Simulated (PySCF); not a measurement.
Basis-set dependence of excited states

Species: C2H3N.
Structure used (PBE0-D3(BJ)/def2-SVP), in Å, numbered top down from 1:
```xyz
6
C2H3N angstrom
C      2.1038    0.2082    0.0067
N      0.9383    0.0838   -0.0034
C     -0.4605   -0.0664   -0.0156
H     -0.7556   -0.8281   -0.7525
H     -0.8192   -0.3790    0.9762
H     -0.9437    0.8855   -0.2807
```

TDDFT with PBE0 (PySCF), vertical singlets, core orbitals frozen in the response, spherical d and f functions. Geometry: PBE0-D3(BJ)/def2-SVP; no solvent, vibrations or thermal averaging.

| basis | functions | diffuse | S1 (eV) | S2 (eV) | S3 (eV) | S4 (eV) | S5 (eV) | LUMO (eV) | α (au) |
| --- | --- | --- | --- | --- | --- | --- | --- | --- | --- |
| 6-31G* | 48 | no | 8.09 | 8.28 | 8.28 | 8.44 | 8.44 | 1.21 | 24.3 |
| def2-SVP | 57 | no | 8.03 | 8.14 | 8.14 | 8.37 | 8.37 | 0.89 | 25.4 |
| 6-31+G* | 60 | yes | 7.91 | 7.95 | 8.00 | 8.00 | 8.21 | 0.17 | 28.1 |
| def2-SVPD | 84 | yes | 7.98 | 8.07 | 8.07 | 8.15 | 8.31 | 0.49 | 30.3 |
| aug-cc-pVDZ | 96 | yes | 7.63 | 7.86 | 7.88 | 7.88 | 8.14 | -0.26 | 31.3 |
| def2-TZVP | 111 | no | 7.92 | 8.08 | 8.08 | 8.22 | 8.22 | 0.63 | 29.3 |
| def2-TZVPD | 138 | yes | 7.90 | 7.90 | 8.05 | 8.05 | 8.20 | 0.09 | 31.3 |
| aug-cc-pVTZ | 207 | yes | 7.64 | 7.85 | 7.87 | 7.87 | 8.12 | -0.28 | 31.6 |

Problem. Compare the sets with the largest diffuse one.

Solution. States are compared by their number. Against the largest diffuse basis here (aug-cc-pVTZ, itself not a converged limit), sets without diffuse functions differ by up to 0.45 eV in S1 and 0.32 eV in S5; the smaller diffuse sets differ by up to 0.34 and 0.18 eV. S1 is led by HOMO-2/HOMO-1→LUMO/LUMO+1 (≥85%) in 6-31G* and by HOMO→LUMO (97%) in aug-cc-pVTZ. S1 is led by HOMO-2/HOMO-1→LUMO/LUMO+1 (≥86%) in def2-SVP and by HOMO→LUMO (97%) in aug-cc-pVTZ. State by state, the largest deviation of a set without diffuse functions is S1 0.45, S2 0.43, S3 0.41, S4 0.57, S5 0.32 eV. The same number needn't mean the same state in each row. Against aug-cc-pVTZ the polarisability deviates by -23% in 6-31G*, -20% in def2-SVP, -11% in 6-31+G*, -4% in def2-SVPD, -1% in aug-cc-pVDZ, -7% in def2-TZVP, -1% in def2-TZVPD. A single + in a Pople set puts diffuse functions on heavy atoms only.
